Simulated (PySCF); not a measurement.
## Which basis set comes closest?

Molecule: SMILES CCCCC#N, C5H9N.

Cartesian coordinates in Å; atom numbers follow the order of the lines, from 1:
```xyz
15

C    -2.192    0.261    0.392
C    -0.929   -0.413   -0.118
C     0.344    0.294    0.326
C     1.606   -0.401   -0.188
C     2.836    0.264    0.224
N     3.802    0.805    0.561
H    -2.262    1.301    0.034
H    -3.095   -0.268    0.055
H    -2.213    0.290    1.493
H    -0.951   -0.460   -1.222
H    -0.901   -1.462    0.226
H     0.381    0.346    1.427
H     0.336    1.338   -0.029
H     1.596   -0.450   -1.290
H     1.643   -1.444    0.169
```

Geometry PBE0-D3(BJ)/def2-SVP throughout; GIAO in PySCF 2.14, gas phase, one conformer, non-relativistic; equivalent atoms averaged; functional PBE0.

Reference values (measured; solution, not stated per compound (mostly CDCl3 or CCl4); Pretsch, Buehlmann, Badertscher, Structure Determination of Organic Compounds, 4th ed. (2009)): δ(H14/H15) = 2.34 ppm, δ(H12/H13) = 1.63 ppm, δ(H10/H11) = 1.50 ppm, δ(H7/H8/H9) = 0.96 ppm. Computed shifts are taken against TMS, calculated as an isolated molecule at each level.

Q: How do the basis sets STO-3G, 6-31G, pcSseg-0, 6-31G*, def2-SVP, cc-pVDZ, pcSseg-1, 6-311+G(2d,p), aug-cc-pVDZ, def2-TZVP, IGLO-III, cc-pVTZ perform against the reference? Times are CPU seconds on 1 thread of an x86-64 server CPU, shared host.

A: 
```tsv
basis set	functions	H14/H15	H12/H13	H10/H11	H7/H8/H9	mean abs. error H	core-s
STO-3G	39	1.81	1.27	0.88	0.86	0.40	2.2
6-31G	72	2.20	1.84	1.44	1.20	0.16	4.5
pcSseg-0	72	2.00	1.51	1.13	1.20	0.27	8.4
6-31G*	102	1.91	1.64	1.30	1.04	0.18	6.4
def2-SVP	129	1.72	1.29	1.01	0.89	0.38	8.3
cc-pVDZ	129	1.83	1.39	1.10	0.94	0.29	18
pcSseg-1	147	1.92	1.40	1.10	1.06	0.29	20
6-311+G(2d,p)	216	2.03	1.52	1.19	0.97	0.18	19
aug-cc-pVDZ	219	2.11	1.60	1.26	1.05	0.15	46
def2-TZVP	240	2.03	1.54	1.21	0.98	0.18	22
IGLO-III	300	2.09	1.56	1.22	0.99	0.16	61
cc-pVTZ	306	2.04	1.53	1.20	0.98	0.18	68
```

For $^{1}$H the closest is aug-cc-pVDZ (0.15 ppm, with IGLO-III, 6-31G practically level) and the furthest STO-3G (0.40 ppm). Where a smaller basis beats a larger one, errors probably cancel. One molecule is a small sample, and vibrational and solvent effects are absent from the calculation.

A small basis that lands close on one nucleus may do so by chance; judge by the trend and by all nuclei.
